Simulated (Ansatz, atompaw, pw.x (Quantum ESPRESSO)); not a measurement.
What a changed setting does to a pw.x run (fcc Mg)

Potential: PAW, atompaw 4.2.0.5, LDA (PW92); core [Ne], reference 3s2 3p0; waves: 3s (bound): rc 2.50 bohr; 3s channel at 1.2 Ry: rc 2.50 bohr; 3p (bound, empty): rc 2.50 bohr; 3p channel at 0.85 Ry: rc 2.50 bohr; 3d channel at 0.15 Ry: rc 2.50 bohr; local part: ultrasoft scheme with l = 3 at 0 Ry, radius 2.25 bohr; core correction: smooth core density matched at 2.25 bohr; augmentation: besselshape compensation charge, radius 2.40 bohr; PAW radius 2.50 bohr; waves and projectors: custom polynom vanderbiltortho.

The reference run (k-mesh 13³, cutoffs 40/400 Ry, Fermi–Dirac 0.01 Ry, mixing_beta 0.4, conv_thr 1e-9, no spin) gives 0.03 GPa at 21.873 Å³/atom, where all-electron LAPW gives -0.08 GPa. This run, with its own iteration cap, changes conv_thr to 0.0001.

```
&control
  calculation='scf', prefix='x', pseudo_dir='./', outdir='./tmp', tstress=.true., disk_io='none'
/
&system
  ibrav=0, nat=1, ntyp=1, ecutwfc=40, ecutrho=400, nbnd=8,
  occupations='smearing', smearing='fd', degauss=0.01
/
&electrons
  conv_thr=0.0001, mixing_beta=0.4, electron_maxstep=50
/
ATOMIC_SPECIES
Mg 1.0 Mg.UPF
CELL_PARAMETERS angstrom
  0.00000000 2.21969235 2.21969235
  2.21969235 0.00000000 2.21969235
  2.21969235 2.21969235 0.00000000
ATOMIC_POSITIONS crystal
Mg 0.0000 0.0000 0.0000
K_POINTS automatic
13 13 13 0 0 0
```

```bash
pw.x < Mg.scf.in > Mg.scf.out
```

Task: How does the run end?

Result: It converges in 3 iterations; the free energy moves by +0.0 meV/atom and the pressure by +0.00 GPa. The result is that of the reference run.

```
Message from routine setup:
     using ibrav=0 with symmetry is DISCOURAGED, use correct ibrav instead
     lattice parameter (alat)  =       5.9321  a.u.
     unit-cell volume          =     147.6063 (a.u.)^3
     number of electrons       =         2.00
     number of Kohn-Sham states=            8
     kinetic-energy cutoff     =      40.0000  Ry
     charge density cutoff     =     400.0000  Ry
     scf convergence threshold =      1.0E-04
     Exchange-correlation= SLA PW NOGX NOGC
     number of k points=    84  Fermi-Dirac smearing, width (Ry)=  0.0100
     iteration #  1     ecut=    40.00 Ry     beta= 0.40
     total energy              =     -31.90779172 Ry
     estimated scf accuracy    <       0.00288066 Ry
     iteration #  2     ecut=    40.00 Ry     beta= 0.40
     total energy              =     -31.90753634 Ry
     estimated scf accuracy    <       0.00104826 Ry
     iteration #  3     ecut=    40.00 Ry     beta= 0.40
     the Fermi energy is     3.7171 ev
!    total energy              =     -31.90754332 Ry
     estimated scf accuracy    <       0.00000061 Ry
     smearing contrib. (-TS)   =      -0.00196143 Ry
     The total energy is F=E-TS. E is the sum of the following terms:
     one-electron contribution =       1.49218842 Ry
     hartree contribution      =       0.00382115 Ry
     xc contribution           =      -1.04215402 Ry
     ewald contribution        =      -2.18607279 Ry
     one-center paw contrib.   =     -30.17336466 Ry
     convergence has been achieved in   3 iterations
          total   stress  (Ry/bohr**3)                   (kbar)     P=        0.35
     Message from routine punch:
     Nothing written, as per user request (disk_io='none')
```

The run took about 5 s on one core of a shared host (Intel(R) Xeon(R) Platinum 8259CL CPU @ 2.50GHz, 96 threads, 755 GiB, load 30).
